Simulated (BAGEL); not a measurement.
# AlH3O (AlH2(OH)): HF/STO-3G (density fitting with qzvpp-jkfit)

Aim: the vertical ionisation energy of AlH3O (AlH2(OH)) at HF/STO-3G (density fitting with qzvpp-jkfit), from 2 runs. 

Program for the calculation: BAGEL 1.2.2.

5 further runs of the same task are left out: 4 that didn't finish, 1 set aside as unsound or not needed.

## 1. The structure to begin with

The species is AlH3O (5 atoms), meant as a singlet with charge 0. SMILES: `[H][Al]([H])[OH]`. The shape comes from GFN2-xTB, which is rough for such elements, and wasn't checked as a minimum.

Bond lengths: Al1–O4 1.636 Å, Al1–H2 1.532 Å, Al1–H3 1.531 Å, O4–H5 0.949 Å. Angles: Al1–O4–H5 179.6°, H2–Al1–O4 120.0°, H3–Al1–O4 120.0°, H2–Al1–H3 120.0°.

## 2. The energy at HF/STO-3G (density fitting with qzvpp-jkfit)

File job.json:

```json
{ "bagel" : [

{
  "title" : "molecule",
  "basis" : "sto-3g",
  "df_basis" : "qzvpp-jkfit",
  "angstrom" : "true",
  "geometry" : [
    { "atom" : "Al", "xyz" : [    0.271770,    0.451120,   -0.109270 ] },
    { "atom" : "H", "xyz" : [    1.798980,    0.417230,   -0.221380 ] },
    { "atom" : "H", "xyz" : [   -0.481020,    1.769010,   -0.311810 ] },
    { "atom" : "O", "xyz" : [   -0.555450,   -0.920030,    0.226660 ] },
    { "atom" : "H", "xyz" : [   -1.034280,   -1.717330,    0.415800 ] }
  ]
},
{ "title" : "hf" },
{ "title" : "print", "file" : "orbitals.molden", "orbitals" : "true" }

]}
```

On the command line:

```
$ BAGEL_NUM_THREADS=1 BAGEL job.json > job.out
```

The program printed:

```text
* using 1 threads per process

  ===============================================================
  ===============================================================

  *** Geometry ***

  { "atom" : "Al", "xyz" : [      0.513571,      0.852493,     -0.206490 ] },
  { "atom" : "H", "xyz" : [      3.399580,      0.788450,     -0.418348 ] },
  { "atom" : "H", "xyz" : [     -0.908996,      3.342944,     -0.589236 ] },
  { "atom" : "O", "xyz" : [     -1.049648,     -1.738605,      0.428325 ] },
  { "atom" : "H", "xyz" : [     -1.954506,     -3.245283,      0.785748 ] },

  Number of auxiliary basis functions:      259

  Since a DF basis is specified, we compute 2- and 3-index integrals:
    o Being stored without compression. Storage requirement is 0.001 GB

  Number of basis functions:       17
  Number of electrons      :       24

    * METHOD: MOLECULE                             0.04

  *** RHF ***

  === Nuclear Repulsion ===
    53.3196485550

      * DIIS with orbital gradients will be used.

  === RHF iteration (sto-3g) ===
      0       -314.51909291          0.02564017           0.00
      1       -314.57986048          0.00588434           0.00
      2       -314.58342806          0.00112542           0.00
      3       -314.58360467          0.00004949           0.00
      4       -314.58360497          0.00000896           0.00
      5       -314.58360499          0.00000280           0.00
      6       -314.58360499          0.00000023           0.00
      7       -314.58360499          0.00000004           0.00
      8       -314.58360499          0.00000000           0.00
    * SCF iteration converged.

    * Permanent dipole moment:
           (    0.136596,     0.229250,    -0.052749) a.u.

    * METHOD: HF                                   0.06

    * METHOD: PRINT                                0.00

  ===============================================================
```

Run time: 0.22 s. Hardware: 1 thread of Arm Neoverse V1, shared host.

## 3. The doublet cation, same level

File input.json:

```json
{ "bagel": [

{
  "title": "molecule",
  "basis": "sto-3g",
  "df_basis": "qzvpp-jkfit",
  "angstrom": true,
  "geometry": [
    { "atom": "Al", "xyz": [    0.271770,    0.451120,   -0.109270 ] },
    { "atom": "H", "xyz": [    1.798980,    0.417230,   -0.221380 ] },
    { "atom": "H", "xyz": [   -0.481020,    1.769010,   -0.311810 ] },
    { "atom": "O", "xyz": [   -0.555450,   -0.920030,    0.226660 ] },
    { "atom": "H", "xyz": [   -1.034280,   -1.717330,    0.415800 ] }
  ]
},
{ "title": "uhf", "charge": 1, "nopen": 1 },
{ "title": "print", "file": "orbitals.molden", "orbitals": true }

]}
```

On the command line:

```
$ BAGEL_NUM_THREADS=1 BAGEL input.json > input.out
```

The program printed:

```text
* using 1 threads per process

  ===============================================================
  ===============================================================

  *** Geometry ***

  { "atom" : "Al", "xyz" : [      0.513571,      0.852493,     -0.206490 ] },
  { "atom" : "H", "xyz" : [      3.399580,      0.788450,     -0.418348 ] },
  { "atom" : "H", "xyz" : [     -0.908996,      3.342944,     -0.589236 ] },
  { "atom" : "O", "xyz" : [     -1.049648,     -1.738605,      0.428325 ] },
  { "atom" : "H", "xyz" : [     -1.954506,     -3.245283,      0.785748 ] },

  Number of auxiliary basis functions:      259

  Since a DF basis is specified, we compute 2- and 3-index integrals:
    o Being stored without compression. Storage requirement is 0.001 GB

  Number of basis functions:       17
  Number of electrons      :       24

    * METHOD: MOLECULE                             0.04

  *** Open-shell HF ***

  === Nuclear Repulsion ===
    53.3196485550

      * DIIS with orbital gradients will be used.

  === UHF iteration (sto-3g) ===
      0       -314.23472084          0.05048803           0.00
      1       -314.30241763          0.03979608           0.00
      2       -314.33536172          0.01575413           0.00
      3       -314.35215398          0.01197487           0.00
      4       -314.36705255          0.00966803           0.00
      5       -314.38058720          0.00940852           0.00
      6       -314.38320246          0.00127956           0.00
      7       -314.38368314          0.00037422           0.00
      8       -314.38387006          0.00020175           0.00
      9       -314.38394156          0.00002713           0.00
     10       -314.38395050          0.00000694           0.00
     11       -314.38395070          0.00000045           0.00
     12       -314.38395070          0.00000019           0.00
     13       -314.38395070          0.00000011           0.00
     14       -314.38395070          0.00000006           0.00
     15       -314.38395070          0.00000003           0.00
     16       -314.38395070          0.00000002           0.00
     17       -314.38395070          0.00000002           0.00
     18       -314.38395070          0.00000002           0.00
     19       -314.38395070          0.00000001           0.00
     20       -314.38395070          0.00000001           0.00
    * SCF iteration converged.

    * S^2 (UHF) is 0.7564

    * Permanent dipole moment:
           (    0.722345,     1.201121,    -0.288788) a.u.

    * METHOD: UHF                                  0.12

    * METHOD: PRINT                                0.00

  ===============================================================
```

Wall time 0.28 s (1 thread of Arm Neoverse V1, shared host).

## 4. What came out

Level: HF/STO-3G (density fitting with qzvpp-jkfit).

| quantity | value |
| --- | --- |
| singlet AlH3O: total energy | -314.58360 Eh |
| singlet AlH3O: dipole moment | 0.69 D |
| singlet AlH3O: HOMO energy | -7.65 eV |
| singlet AlH3O: LUMO energy | 10.01 eV |
| singlet AlH3O: HOMO–LUMO gap | 17.66 eV |
| doublet cation: total energy | -314.38395 Eh |
| doublet cation: ⟨S²⟩ | 0.756 |
| vertical ionisation energy (to the doublet cation) | 5.433 eV |

**Reading.** The vertical ionisation energy comes to 5.43 eV (524 kJ/mol). −ε(HOMO) before ionisation, 7.65 eV, is 2.22 eV above this ionisation energy. In a minimal basis such a difference can be off by several eV, whatever the method.
